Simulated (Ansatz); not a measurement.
# B3LYP/6-31G(d) (spherical functions) run of C2H4F2 (1,2-difluoroethane)

What is the vertical ionisation energy of C2H4F2 (1,2-difluoroethane) at B3LYP/6-31G* (spherical functions)? 

The results are computed with Ansatz 0.2.0.

28 further runs of the same task are left out: 28 set aside as unsound or not needed.

## 1. The structure to begin with

The species is C2H4F2 (8 atoms), meant as a singlet with charge 0. SMILES: `FCCF`. The coordinates come from a PBE0-D4/def2-TZVP relaxation. This is one conformer, not always the lowest.

Bond lengths: F1–C2 1.378 Å, C2–C3 1.498 Å, C3–F4 1.378 Å, C2–H5 1.094 Å, C2–H6 1.095 Å, C3–H7 1.095 Å, C3–H8 1.094 Å. Some angles: F1–C2–C3 110.9°, C2–C3–F4 110.9°, F1–C2–H5 108.2°, F1–C2–H6 108.3°, C3–C2–H5 110.5°, C3–C2–H6 109.4°, C2–C3–H7 109.4°, C2–C3–H8 110.5°, F4–C3–H7 108.3°, F4–C3–H8 108.2°.

## 2. The energy at B3LYP/6-31G(d) (spherical functions)

run.yaml

```yaml
crystal:
  periodic: [false, false, false]
  atoms:
    - {symbol: F, position_ang: [-1.312370, 0.775570, 0.874010]}
    - {symbol: C, position_ang: [-0.115750, 0.716060, 0.193200]}
    - {symbol: C, position_ang: [0.217900, -0.696080, -0.177380]}
    - {symbol: F, position_ang: [-0.618130, -1.153280, -1.172850]}
    - {symbol: H, position_ang: [-0.201180, 1.337840, -0.702830]}
    - {symbol: H, position_ang: [0.670250, 1.117960, 0.841860]}
    - {symbol: H, position_ang: [1.248900, -0.742470, -0.544780]}
    - {symbol: H, position_ang: [0.110390, -1.355610, 0.688780]}
basis:
  gaussian:
    orbitals: 6-31G_st_-spherical.json
total_charge: 0
hamiltonian:
  xc: {name: B3LYP}
accuracy: high
output:
  orbitals: {seedname: orbitals}
```

The basis set 6-31G* is read from a file made from the Basis Set Exchange's data (not shown).

Run with:

```
$ ansatz run run.yaml --threads 1 --pin off --max-ram 3480MiB --events-out events.jsonl --progress --plain --runs-dir runs
```

Output:

```text
Warning: RAYON_NUM_THREADS=1 ignored (pool sized by the plan → 1); use --threads N
Functional definition: B3LYP
  name "B3LYP"
  parameter a0 = 0.2
  parameter ax = 0.72
  parameter ac = 0.81
  exchange = (1 - a0 - ax)*slater_x + ax*b88_x + a0*exact_x
  correlation = (1 - ac)*vwn_rpa_c + ac*lyp_c
1521 factors; integrals over basis functions are off by at most 3.3e-9 eV
mean field evaluation 1: about -7569.9412 eV, gradient 3.3e1 eV
mean field evaluation 2: about -7570.0369 eV, gradient 3.4e1 eV
mean field evaluation 4: about -7572.0430 eV, gradient 1.7e0 eV
mean field evaluation 8: about -7572.2346 eV, gradient 9.8e-2 eV
mean field evaluation 16: about -7572.2346 eV, gradient 6.1e-6 eV
mean field -7572.23459109 eV, -278.2744885776 hartree, gradient 2.1e-8 eV, S^2 0.000000; 0 other end points of the search recorded, 0 dependent functions left out
reference -7572.23461833 eV, -278.2744895787 hartree; 17, 17 occupied and 47, 47 virtual orbitals, 1521 factors
Total energy: -7572.23461833 eV, -278.2744895787 hartree
```

Run time: 1.7 s. Hardware: 1 thread of AMD EPYC 9R45 (Zen 5), shared host; peak memory 0.2 GiB.

## 3. The doublet cation at the same level

in.yaml

```yaml
crystal:
  periodic: [false, false, false]
  atoms:
    - {symbol: F, position_ang: [-1.312370, 0.775570, 0.874010]}
    - {symbol: C, position_ang: [-0.115750, 0.716060, 0.193200]}
    - {symbol: C, position_ang: [0.217900, -0.696080, -0.177380]}
    - {symbol: F, position_ang: [-0.618130, -1.153280, -1.172850]}
    - {symbol: H, position_ang: [-0.201180, 1.337840, -0.702830]}
    - {symbol: H, position_ang: [0.670250, 1.117960, 0.841860]}
    - {symbol: H, position_ang: [1.248900, -0.742470, -0.544780]}
    - {symbol: H, position_ang: [0.110390, -1.355610, 0.688780]}
basis:
  gaussian: {orbitals: 6-31G_st_-spherical.json}
total_charge: 1
magnetization: {spin_polarized: true, initial_magnetization: 1}
hamiltonian: {xc: {name: B3LYP}}
accuracy: high
output: {orbitals: {seedname: orbitals}}
```

The basis set 6-31G* is read from a file made from the Basis Set Exchange's data (not shown).

Run with:

```
$ ansatz run in.yaml --threads 1 --pin off --max-ram 3480MiB --events-out events.jsonl --progress --plain --runs-dir runs
```

Output (excerpt; [...] marks lines left out):

```text
Warning: RAYON_NUM_THREADS=1 ignored (pool sized by the plan → 1); use --threads N
[... 7 set-up lines as earlier in the session ...]
1521 factors; integrals over basis functions are off by at most 3.3e-9 eV
mean field evaluation 1: about -7553.8756 eV, gradient 4.1e1 eV
mean field evaluation 2: about -7547.6515 eV, gradient 6.2e1 eV
mean field evaluation 4: about -7559.9514 eV, gradient 2.9e0 eV
mean field evaluation 8: about -7560.2380 eV, gradient 8.2e-1 eV
mean field evaluation 16: about -7560.5095 eV, gradient 3.9e-2 eV
mean field evaluation 32: about -7560.4976 eV, gradient 1.5e0 eV
mean field -7560.50961021 eV, -277.8436034777 hartree, gradient 2.5e-8 eV, S^2 0.752565; 4 other end points of the search recorded, 0 dependent functions left out
reference -7560.50963575 eV, -277.8436044164 hartree; 17, 16 occupied and 47, 48 virtual orbitals, 1521 factors
Total energy: -7560.50963575 eV, -277.8436044164 hartree
```

Run time: 4.2 s. Hardware: 1 thread of AMD EPYC 9R45 (Zen 5), shared host; peak memory 0.27 GiB.

## 4. Outcome

At B3LYP/6-31G* (spherical functions):

| quantity | value |
| --- | --- |
| singlet C2H4F2: total energy | -278.27449 Eh |
| singlet C2H4F2: HOMO energy | -8.77 eV |
| singlet C2H4F2: LUMO energy | 2.60 eV |
| singlet C2H4F2: HOMO–LUMO gap | 11.38 eV |
| doublet cation: total energy | -277.84360 Eh |
| doublet cation: HOMO energy (highest over α and β) | -17.03 eV |
| doublet cation: LUMO energy (lowest over α and β) | -14.69 eV |
| doublet cation: ⟨S²⟩ | 0.753 |
| vertical ionisation energy (to the doublet cation) | 11.725 eV |

Removing an electron at fixed nuclei costs 11.72 eV (1131 kJ/mol). −ε(HOMO) before ionisation, 8.77 eV, is 2.95 eV below this ionisation energy.
